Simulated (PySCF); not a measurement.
C₄H₂N₂.
Cartesian coordinates in Å at the PBE0-D3(BJ)/def2-SVP level; atoms count from 1:
```
atom  x, y, z in Å
C1     1.801   -0.007    0.042
C2     0.596   -0.123   -0.007
C3    -0.835   -0.266   -0.065
N4    -1.483   -1.364   -0.077
C5    -1.580    0.981   -0.118
N6    -2.151    1.987   -0.160
H7     2.871    0.093    0.085
H8    -0.830   -2.153   -0.036
```

The closed-shell ground state was solved at several levels (PySCF, density fitting, gas phase, non-relativistic).

```csv
level,basis functions,HOMO (eV),LUMO (eV),gap (eV),dipole (D)
PBE0/pcSseg-1,112,-8.97,-2.82,6.15,4.87
B3LYP/def2-SVPD,136,-8.74,-3.11,5.63,4.81
B3LYP/pcJ-1,182,-8.71,-3.00,5.71,4.86
```

Estimate the row for PBE/pcSseg-2, a basis of 244 functions; the other rows only guide the guess.

HOMO -7.50 eV, LUMO -3.81 eV, gap 3.69 eV, dipole 4.70 D.

Over all these levels, which gives the widest orbital gap and which the narrowest?

PBE0/pcSseg-1 (global hybrid, 25 % exact exchange) has the widest, 6.15 eV, and PBE/pcSseg-2 (GGA) the narrowest, 3.69 eV. Functional and basis both differ between the two, so the spread mixes both effects.

How far do the dipole and the HOMO energy spread over the levels?

The dipole runs from 4.70 to 4.87 D (mean 4.81 D) and the HOMO from -8.97 to -7.50 eV.
